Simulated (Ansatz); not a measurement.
**A relaxation, step by step**

BSiH$_{2}$O (SMILES [B]1O[SiH2]1), doublet, SPW92/6-31G (Ansatz 0.2.0). Settings:

```yaml
hamiltonian: {xc: lda}
relax: {f_tol: 0.002, max_steps: 80, max_displacement: 0.2}
```

Start (the SMILES describes the start alone):

```json
{"atom": "B1", "x (Å)": "-0.9047", "y (Å)": "0.0163", "z (Å)": "1.4276"}
{"atom": "O2", "x (Å)": "0.1823", "y (Å)": "-0.5232", "z (Å)": "1.0488"}
{"atom": "Si3", "x (Å)": "-0.2626", "y (Å)": "0.1853", "z (Å)": "-0.4376"}
{"atom": "H4", "x (Å)": "-0.3129", "y (Å)": "-0.8801", "z (Å)": "-1.4146"}
{"atom": "H5", "x (Å)": "1.0468", "y (Å)": "1.1102", "z (Å)": "-0.7329"}
```

| step | energy less the last (meV) | largest force component (eV/Å) |
| --- | --- | --- |
| 1 | 776.7 | 4.006 |
| 2 | 247.4 | 2.021 |
| 3 | 83.9 | 0.853 |
| 4 | 27.6 | 0.488 |
| 5 | 3.1 | 0.178 |
| 6 | 1.7 | 0.315 |
| 7 | 0.0 | 0.016 |
| 8 | 0.0 | 0.010 |
| 9 | 0.0 | 0.003 |
| 10 (rejected trial) | 0.0 | 0.012 |
| 11 | 0.0 | 0.000 |

Step 2, positions (Å) and forces (eV/Å):

```
atom       x       y       z      Fx      Fy      Fz
  B1  -0.907   0.077   1.445  -0.673   0.336   0.187
  O2   0.151  -0.623   1.120   1.133  -1.402   1.927
 Si3  -0.161   0.194  -0.439  -0.304   1.421  -2.021
  H4  -0.316  -0.886  -1.462  -0.061  -0.173  -0.183
  H5   0.982   1.147  -0.773  -0.094  -0.183   0.090
```

Step 4, positions (Å) and forces (eV/Å):

```
atom       x       y       z      Fx      Fy      Fz
  B1  -0.928   0.038   1.418   0.488  -0.223  -0.165
  O2   0.206  -0.611   1.225  -0.363   0.079   0.304
 Si3  -0.201   0.247  -0.489  -0.169   0.201  -0.203
  H4  -0.334  -0.881  -1.490   0.038  -0.034   0.039
  H5   1.006   1.116  -0.772   0.007  -0.022   0.024
```

Step 9, positions (Å) and forces (eV/Å):

```json
{"atom": "B1", "x": "-0.890", "y": "0.035", "z": "1.397", "Fx": "-0.003", "Fy": "0.002", "Fz": "-0.001"}
{"atom": "O2", "x": "0.201", "y": "-0.637", "z": "1.253", "Fx": "0.003", "Fy": "-0.002", "Fz": "-0.001"}
{"atom": "Si3", "x": "-0.263", "y": "0.306", "z": "-0.537", "Fx": "-0.003", "Fy": "0.002", "Fz": "0.003"}
{"atom": "H4", "x": "-0.310", "y": "-0.894", "z": "-1.465", "Fx": "0.000", "Fy": "-0.003", "Fz": "-0.002"}
{"atom": "H5", "x": "1.011", "y": "1.099", "z": "-0.757", "Fx": "0.003", "Fy": "0.001", "Fz": "0.000"}
```

Last step (11):

| atom | x (Å) | y (Å) | z (Å) |
| --- | --- | --- | --- |
| B1 | -0.8905 | 0.0349 | 1.3974 |
| O2 | 0.2013 | -0.6372 | 1.2525 |
| Si3 | -0.2635 | 0.3058 | -0.5369 |
| H4 | -0.3097 | -0.8942 | -1.4645 |
| H5 | 1.0113 | 1.0990 | -0.7572 |

Hardware: 2 CPU threads of an Arm Neoverse V1, shared host. Wall time about 8.5 s.
